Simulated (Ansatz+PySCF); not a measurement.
The numbers below are computed, except where a source is named.
## Ansatz (development build ahead of 0.2.0) run

```yaml
crystal:
  periodic: [false, false, false]
  atoms:
    - { symbol: H, position_ang: [0.0, -1.24436, -1.29625] }
    - { symbol: C, position_ang: [0.0, -0.16191, -1.22747] }
    - { symbol: C, position_ang: [0.0, 0.47532, 0.0] }
    - { symbol: C, position_ang: [0.0, -0.16191, 1.22747] }
    - { symbol: H, position_ang: [0.0, 0.39682, 2.15457] }
    - { symbol: H, position_ang: [0.0, 0.39682, -2.15457] }
    - { symbol: H, position_ang: [0.0, 1.54359, 0.0] }
    - { symbol: H, position_ang: [0.0, -1.24436, 1.29625] }
basis:
  gaussian: { orbitals: cc-pVTZ }
magnetization:
  initial_magnetization: 1
hamiltonian:
  xc: hf
correlation:
  method: mp2
  frozen_orbitals: { C: 1, H: 0 }
output:
  forces: true
```

The input is written out in the form of the current development build from the run's settings. Correlation on restricted open-shell orbitals is semicanonical, with singles.

Results

```
Converged                       : yes
Reference energy                : -116.48735 hartree
Correlation energy              : -0.49217 hartree
Total energy                    : -116.97952 hartree
Spin squared of the determinant : 0.750
Stability test                  : minimum among restricted orbitals
```

Forces (eV/Å):
```tsv
atom	Fx	Fy	Fz
H1	0.000	0.213	0.027
C2	0.000	-3.262	-5.851
C3	0.000	-1.146	13.108
C4	0.000	3.664	-7.303
H5	0.000	0.078	-0.135
H6	0.000	-0.125	0.131
H7	0.000	0.574	0.134
H8	0.000	0.004	-0.110
```

Caution: an unrestricted determinant lies well below; forces differ strongly between restricted and unrestricted references; the determinant breaks the point group.
